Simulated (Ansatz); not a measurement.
The pair A = CHN (SMILES C#N) (first 3 atoms), B = CH4S (SMILES CS); geometry from NCB31 set.
(charge 0, multiplicity 1):
```xyz
9

C      1.99644     0.05718    -0.00648
N      2.98022     0.65834     0.10945
H      1.07234    -0.48519    -0.10642
S     -1.51440    -0.79999    -0.11698
C     -1.57014     1.01297     0.01161
H     -1.55458    -1.05260     1.20049
H     -1.54556     1.39238    -1.01020
H     -0.70866     1.40255     0.55310
H     -2.49315     1.33992     0.48665
```

Frozen-core correlation. MP2 and its Hartree–Fock in aug-cc-pV(Q+d)Z, aug-cc-pV(T+d)Z are density fitted.

The values were computed with Ansatz (Gaussian orbitals). Each number belongs to the level named beside it.

The counterpoise-corrected interaction energy is E(AB) − E(A in the pair's basis) − E(B in the pair's basis). Total energies (hartree):

| level | AB | A in the pair's basis | B in the pair's basis |
|---|---|---|---|
| HF/aug-cc-pV(T+d)Z | -530.6704901 | -92.9080624 | -437.7596491 |
| MP2/aug-cc-pV(T+d)Z | -531.3965409 | -93.2597911 | -438.1308264 |
| HF/aug-cc-pV(Q+d)Z | -530.6814301 | -92.9133967 | -437.7652614 |
| MP2/aug-cc-pV(Q+d)Z | -531.4497270 | -93.2845965 | -438.1590092 |
| MP2/aug-cc-pV(D+d)Z | -531.2279208 | -93.1831084 | -438.0395571 |
| CCSD(T)/aug-cc-pV(D+d)Z | -531.2962751 | -93.2047022 | -438.0867862 |

**Question.** Work out the counterpoise-corrected interaction energy at the basis-set limit: extrapolate the MP2 correlation part as X⁻³, take Hartree–Fock from the larger set, and add the CCSD(T) − MP2 difference of aug-cc-pV(D+d)Z.

**Answer.** 
1. Differences (1 hartree = 627.509 kcal/mol): HF/aug-cc-pV(T+d)Z -1.744; MP2/aug-cc-pV(T+d)Z -3.717; HF/aug-cc-pV(Q+d)Z -1.739; MP2/aug-cc-pV(Q+d)Z -3.841; MP2/aug-cc-pV(D+d)Z -3.298; CCSD(T)/aug-cc-pV(D+d)Z -3.004.
2. Correlation parts, MP2 less HF: -1.973 in aug-cc-pV(T+d)Z (X = 3), -2.102 in aug-cc-pV(Q+d)Z (X = 4).
3. Limit (4³·(-2.102) − 3³·(-1.973))/(4³ − 3³) = -2.195; with HF/aug-cc-pV(Q+d)Z it gives -3.935.
4. CCSD(T) less MP2 in aug-cc-pV(D+d)Z: 0.294.
Result: -3.64 kcal/mol, against -3.72 at MP2/aug-cc-pV(T+d)Z. It is an estimate of this method's limit, not of the exact value.

Ansatz is a first-principles code.
